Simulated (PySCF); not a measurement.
**CHFNO−, a complex of two parts: interaction energy**

The task here is to estimate one member of a computed series from the others.

Programs: PySCF 2.14.0. All values are calculated, for the isolated system unless a continuum is named. Atoms count from 0, parts from 1.

## The system as given

5 atoms, charge -1, multiplicity 1; geometry: GFN2-xTB. Parts: 1 = atoms 0–1, `F`, charge 0; 2 = atoms 2–4, `[N-]=C=O`, charge -1.

The first run:

Job settings and geometry (Å):

```
{"job": {"xc": "PBE0", "basis": "def2-TZVPD", "d3": "d3bj", "grid": 3, "kind": "geom", "shake": 0.01}, "charge": -1, "multiplicity": 1, "parts": [{"atoms": "0-1", "charge": 0, "multiplicity": 1}, {"atoms": "2-4", "charge": -1, "multiplicity": 1}]}
F      0.319825    -0.045524     0.051149
H     -0.719388     0.097413    -0.184628
N     -3.335830     2.034250     0.309019
C     -2.627277     1.163620    -0.072620
O     -2.009762     0.211624    -0.513205
```

On the command line:

```sh
$ OMP_NUM_THREADS=1 python cluster_run.py task.json out
```

The driver reads the jobs from task.json and runs them one after another.

Steps of the session up to this table: Relaxing the molecule at PBE0-D3(BJ)/def2-TZVPD; Coupled-cluster interaction energy: CCSD(T) and MP2, 1.47 Å; Coupled-cluster interaction energy: CCSD(T) and MP2, 1.54 Å; Coupled-cluster interaction energy: CCSD(T) and MP2, 1.61 Å; Coupled-cluster interaction energy: CCSD(T) and MP2, 1.39 Å; Coupled-cluster interaction energy: CCSD(T) and MP2, 1.83 Å; Coupled-cluster interaction energy: CCSD(T) and MP2, 1.32 Å; Coupled-cluster interaction energy: CCSD(T) and MP2, 2.20 Å; Coupled-cluster interaction energy: CCSD(T) and MP2, 2.93 Å.

One table of the session follows, with a row left open; its other results are not shown here.

It belongs to the step «Coupled-cluster interaction energy: CCSD(T) and MP2, 2.93 Å». 

| method | interaction energy (kcal/mol) |
| --- | --- |
| HF/aug-cc-pVDZ | -10.17 |
| MP2/aug-cc-pVDZ | -9.86 |
| CCSD/aug-cc-pVDZ | -9.87 |
| CCSD(T)/aug-cc-pVDZ | -9.82 |
| HF/aug-cc-pVQZ | -10.12 |
| MP2/aug-cc-pVQZ | ? |
| SCS-MP2/aug-cc-pVQZ | -9.86 |
| MP2, extrapolated | -9.97 |
| CCSD(T), limit estimate | -9.93 |

**Question.** Estimate the row for MP2/aug-cc-pVQZ.

The run gave: interaction energy (kcal/mol): -9.94. In the column «interaction energy (kcal/mol)» it lies between MP2, extrapolated (-9.97) and CCSD(T), limit estimate (-9.93).
